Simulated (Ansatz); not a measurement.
The input, for Ansatz 0.2.0:

```yaml
crystal:
  periodic: [false, false, false]
  atoms:
    - {symbol: B, position_ang: [0.000000, 0.000000, 0.000000]}
    - {symbol: H, position_ang: [1.193377, 0.014556, -0.000258]}
    - {symbol: H, position_ang: [-0.609294, 1.026213, -0.002837]}
    - {symbol: H, position_ang: [-0.584082, -1.040768, 0.003095]}
basis:
  gaussian: {orbitals: cc-pVTZ}
magnetization: {spin_polarized: false, initial_magnetization: 2}
correlation: {method: ccsdt_q, electrons: outside_noble_gas}
```

```sh
$ ansatz run in.yaml --threads 1 --pin off --events-out ev --progress --plain --max-ram 2393MiB
```

Output:

```
878 factors; integrals over basis functions are off by at most 2.3e-7 eV
mean field evaluation 1: about -712.1731 eV, gradient 1.1e1 eV
mean field evaluation 2: about -712.1762 eV, gradient 1.1e1 eV
mean field evaluation 4: about -712.7920 eV, gradient 3.8e-1 eV
mean field evaluation 8: about -712.7927 eV, gradient 5.6e-5 eV
mean field evaluation 16: about -712.9715 eV, gradient 6.6e-2 eV
mean field evaluation 32: about -712.9716 eV, gradient 1.8e-4 eV
mean field evaluation 64: about -712.9062 eV, gradient 1.9e0 eV
mean field -712.97159824 eV, -26.2012229657 hartree, gradient 6.7e-6 eV, S^2 2.000000; 8 other end points of the search recorded, 0 dependent functions left out
mean field evaluation 96: about -712.9169 eV, gradient 2.7e0 eV
mean field evaluation 128: about -713.0641 eV, gradient 7.2e-2 eV
determinant -712.97159824 eV, -26.2012229657 hartree, with singles and doubles -716.61731987 eV, -26.3352007646 hartree
determinant -712.79271637 eV, -26.1946491782 hartree, with singles and doubles -716.66794250 eV, -26.3370611118 hartree
determinant -712.97159824 eV, -26.2012229657 hartree, with singles and doubles -716.56011212 eV, -26.3330984186 hartree
determinant -712.79271637 eV, -26.1946491782 hartree, with singles and doubles -716.56339300 eV, -26.3332189886 hartree
mean field evaluation 160: about -712.7927 eV, gradient 2.1e-4 eV
1 core orbitals not correlated: weight in the atoms' cores, before any rotation towards them, 1.000 or more for the frozen orbitals, at most 0.000 for the correlated occupied ones
reference -712.79271637 eV, -26.1946491782 hartree; 4, 2 occupied and 67, 69 virtual orbitals, 878 factors
second order -3.08655767 eV of doubles, -0.11296910 eV of singles
cycle   1  -3.61116214 eV  change   -4.1e-1 eV  update   5.4e-2
cycle   2  -3.89550093 eV  change   -2.8e-1 eV  update   2.3e-2
cycle   3  -3.89987452 eV  change   -4.4e-3 eV  update   6.6e-3
cycle   4  -3.90091091 eV  change   -1.0e-3 eV  update   3.1e-3
cycle   5  -3.90220456 eV  change   -1.3e-3 eV  update   9.0e-4
cycle   6  -3.90183298 eV  change    3.7e-4 eV  update   4.3e-4
cycle   7  -3.90183018 eV  change    2.8e-6 eV  update   1.6e-4
cycle   8  -3.90200788 eV  change   -1.8e-4 eV  update   6.2e-5
cycle   9  -3.90198334 eV  change    2.5e-5 eV  update   2.4e-5
cycle  10  -3.90195695 eV  change    2.6e-5 eV  update   8.3e-6
cycle  11  -3.90196252 eV  change   -5.6e-6 eV  update   3.1e-6
cycle  12  -3.90196775 eV  change   -5.2e-6 eV  update   1.4e-6
cycle  13  -3.90196817 eV  change   -4.2e-7 eV  update   4.2e-7
perturbative correction -0.00329889 eV, -0.0001212320 hartree
Total energy: -716.69798343 eV, -26.3381650957 hartree
```

Ran on 1 thread of Arm Neoverse V2, shared host: 59 s wall, 0.73 GiB peak host memory.
